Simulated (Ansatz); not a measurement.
# PH₄ (doublet): B3LYP, wB97X-V, wB97M-V over a scan of the scale of all distances, 6-31G

Aim: run PH₄ (doublet) with these functionals over a scan of the scale of all distances, and hold them against the top wave-function level at the same points.

Program: Ansatz 0.2.0, Gaussian basis. Level of theory: 6-31G, all electrons in the functionals. These are calculated values, not measurements.

The runs, in order: B3LYP, wB97X-V, wB97M-V, at 0.868; 1.000; 1.137; 1.312; 1.473; 1.758; 1.965; 2.447.

20 further runs of the same task are left out: 3 for a known fault of the program, 13 that didn't finish, 4 set aside as unsound or not needed.

### Step 1. What is computed

The geometry derives from a PBE0/def2-TZVP stationary point (not a proven minimum). All distances are scaled together.

5 atoms, charge 0, spin multiplicity 2.

Atoms are counted from 1 here; the program's logs count them from 0.

Bond lengths: P1–H2 1.519 Å, P1–H3 1.410 Å, P1–H4 1.410 Å, P1–H5 1.519 Å. Angles: H2–P1–H3 92.8°, H2–P1–H4 92.8°, H2–P1–H5 171.2°, H3–P1–H4 99.8°, H3–P1–H5 92.8°, H4–P1–H5 92.8°.

No dispersion term is added; wB97X-V, wB97M-V hold VV10 nonlocal correlation. B3LYP takes the VWN-RPA correlation.

The geometry shown and the zero of energy belong to the point 1.000. The yardstick, FCI, and other wave-function levels (R restricted, U unrestricted, valence and pair active spaces) come from earlier runs.

### Step 2. B3LYP, 0.868

Contents of in.yaml:

```yaml
crystal:
  periodic: [false, false, false]
  atoms:
    - {symbol: P, position_ang: [0.039604, 0.000000, 0.000000]}
    - {symbol: H, position_ang: [0.140249, 0.000000, -1.314732]}
    - {symbol: H, position_ang: [-0.748763, 0.935911, 0.000000]}
    - {symbol: H, position_ang: [-0.748763, -0.935911, 0.000000]}
    - {symbol: H, position_ang: [0.140249, 0.000000, 1.314732]}
basis:
  gaussian: {orbitals: 6-31G}
magnetization: {spin_polarized: true, initial_magnetization: 1}
hamiltonian: {xc: {name: B3LYP}}
```

Launch:

```sh
$ ansatz run in.yaml --threads 1 --pin off --events-out ev --progress --plain --max-ram 2393MiB
```

The runs that follow: B3LYP, 1.000; B3LYP, 1.137; B3LYP, 1.312; B3LYP, 1.473; B3LYP, 1.758; B3LYP, 1.965; B3LYP, 2.447; wB97X-V, 0.868; wB97X-V, 1.000; wB97X-V, 1.137; wB97X-V, 1.312; wB97X-V, 1.473; wB97X-V, 1.758; wB97X-V, 1.965; wB97X-V, 2.447; wB97M-V, 0.868; wB97M-V, 1.000; wB97M-V, 1.137; wB97M-V, 1.312; wB97M-V, 1.473; wB97M-V, 1.758; wB97M-V, 1.965; wB97M-V, 2.447.

**Question.** What will the summary of the whole plan be? Wanted: span of the FCI curve; largest miss, B3LYP; largest miss, wB97X-V; largest miss, wB97M-V.

The runs gave:

| quantity | value |
| --- | --- |
| span of the FCI curve | 164.9 kcal/mol |
| largest miss, B3LYP | +49.9 kcal/mol (2.447) |
| largest miss, wB97X-V | +50.4 kcal/mol (1.758) |
| largest miss, wB97M-V | +51.9 kcal/mol (2.447) |

Of the functionals, B3LYP keep the smallest largest miss at the points compared (at most 49.9 kcal/mol) and wB97M-V strays most (51.9 kcal/mol, at 2.447). B3LYP, wB97X-V, wB97M-V clearly break the spin symmetry at some points (⟨S²⟩ up to 2.94 above the pure value), so energy there is bought with a mixed spin. Functionals and the yardstick converge differently with the basis, so part of each miss in 6-31G is the basis.
